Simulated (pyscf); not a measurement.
Optimised with ωB97X-D3(BJ)/def2-SVP in PySCF.

Estimate the classical barrier height and the reaction energy of H₃C–OH (SMILES CO) → H₂C=O (SMILES C=O) + H₂ (SMILES [H][H]) at ωB97M-D3(BJ)/def2-TZVP. The step runs on the singlet surface, breaks C–H, H–O and forms H–H; take the reactant's lowest minimum found as zero.

ΔE‡ = 4.11 eV, ΔE = +1.24 eV. Zero-point energy shifts the barrier by -0.24 eV. It is an elimination, with an imaginary mode of 2272i cm⁻¹. One saddle was located; it need not be the lowest between these sides.
